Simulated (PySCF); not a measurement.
C₂H₅, SMILES [CH2]C, multiplicity 2.

Coordinates come from a r2SCAN-D4/def2-TZVP optimisation. The isomer is the one that the SMILES or the coordinates give; other isomers of the formula were not compared.

Two levels are set side by side: PBE/def2-TZVPD (PySCF) and M06-2X/def2-TZVPD (PySCF). Same geometry, gas phase. Differences are taken from unrounded values.

```csv
quantity,M06-2X,PBE,PBE minus M06-2X
α-spin orbital gap (eV),7.74,4.52,-3.22
β-spin orbital gap (eV),10.86,6.07,-4.79
dipole moment (D),0.30,0.36,0.06
mean polarisability (bohr³),27.8,29.4,1.6
```

PBE's more diffuse valence density responds more strongly to a field. Differences between two approximate levels are no errors against the true value.

Rough cost on one machine, each run with all the roots and properties that it gave: M06-2X against PBE within a factor of 2.
